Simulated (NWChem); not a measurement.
N, quartet

Computed with NWChem. Spin-unrestricted. No stability test was run on the SCF state.

Question: Taking B3LYP/pcseg-2 as the yardstick, which of these has the fewest basis functions while keeping “highest occupied level (eV)” within 0.05 eV of it: B3LYP/aug-pcseg-1; B3LYP/pcseg-1; B3LYP/def2-SVP; B3LYP/STO-3G?

Answer: B3LYP/aug-pcseg-1.
```json
[
 {"level": "B3LYP/STO-3G", "basis functions": "5", "highest occupied level (eV)": "-6.39"},
 {"level": "B3LYP/pcseg-1", "basis functions": "14", "highest occupied level (eV)": "-9.64"},
 {"level": "B3LYP/def2-SVP", "basis functions": "14", "highest occupied level (eV)": "-9.51"},
 {"level": "B3LYP/aug-pcseg-1", "basis functions": "23", "highest occupied level (eV)": "-9.81"},
 {"level": "B3LYP/pcseg-2", "basis functions": "30", "highest occupied level (eV)": "-9.77"}
]
```

The yardstick is one finite set, not the basis-set limit.
